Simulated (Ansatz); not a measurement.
Gas-phase electronic energies from Ansatz, PBE0-D4/def2-TZVP geometries. CCSD(T)/CBS is the MP2 limit (def2-TZVPP, def2-QZVPP) plus CCSD(T) − MP2 in def2-TZVPP, frozen cores. This one scheme is used for every species. Functionals use def2-TZVPP. One conformer a species, not always the lowest.

Reaction (hydrogenolysis of a C–Cl bond): `C=C(Cl)CF` + H₂ → `C=CCF` + HCl

`C=C(Cl)CF`:

Cartesian coordinates in Å:
```
C -0.713 1.112 -0.479
C 0.270 0.241 -0.351
Cl 1.726 0.343 -1.280
C 0.294 -0.929 0.576
F -0.867 -1.001 1.305
H -1.601 0.997 0.130
H -0.655 1.936 -1.175
H 0.407 -1.857 0.006
H 1.138 -0.842 1.268
```

H₂:

Cartesian coordinates in Å:
```
H 0.060 0.234 -0.284
H -0.060 -0.234 0.284
```

`C=CCF`:

Cartesian coordinates in Å:
```
C -1.328 -0.077 0.368
C -0.283 -0.270 -0.420
C 1.105 0.163 -0.113
F 1.189 0.800 1.105
H -2.316 -0.418 0.083
H -1.225 0.429 1.321
H -0.396 -0.780 -1.375
H 1.782 -0.701 -0.088
H 1.472 0.854 -0.881
```

HCl:

Cartesian coordinates in Å:
```
Cl 0.134 0.500 -0.376
H -0.134 -0.500 0.376
```

Q: Is it downhill or uphill in electronic energy at CCSD(T)/CBS, and by how much? (Best estimate.)

A: Computed: Downhill: ΔE = -0.74 eV.

Q: What do these levels give: LDA (SPW92), revPBE-D4, BLYP-D4, CAM-B3LYP-D4, revPBE, CCSD/CBS(def2)? (An estimate is asked.)

A: Ansatz gave: LDA (SPW92) -0.61, revPBE-D4 -0.58, BLYP-D4 -0.64, CAM-B3LYP-D4 -0.77, revPBE -0.71, CCSD/CBS(def2) -0.81 eV.

Q: What do rigid-rotor, harmonic-oscillator terms from PBE0-D4/def2-TZVP frequencies (298.15 K, 1 bar) make of the CCSD(T)/CBS value? (An estimate is asked.)

A: The calculation gave: ΔZPE = +0.16 eV, ΔH = -0.61 eV, ΔS = 27 J/(mol·K), ΔG = -0.69 eV.

Largest T1 diagnostic among the species: 0.011.

From BLYP to BHLYP (50 % exact exchange), in def2-TZVPP and without D4, ΔE moves by −0.12 eV. The D4 term adds +0.09 eV with B3LYP and +0.04 eV with PBE0; it sums over pairs of atoms, weighted by their polarisabilities, and B3LYP, whose exchange is more repulsive, gets the larger term. Leaving LDA and LC-ωPBE aside and taking each functional with its dispersion term where it has one, the values, not all of them listed here, spread over 0.22 eV, from BHLYP-D4 to revPBE-D4. LDA lies +0.07 eV from PBE without D4.

B3LYP here is the variant with VWN-RPA as its local correlation; programs differ in this.
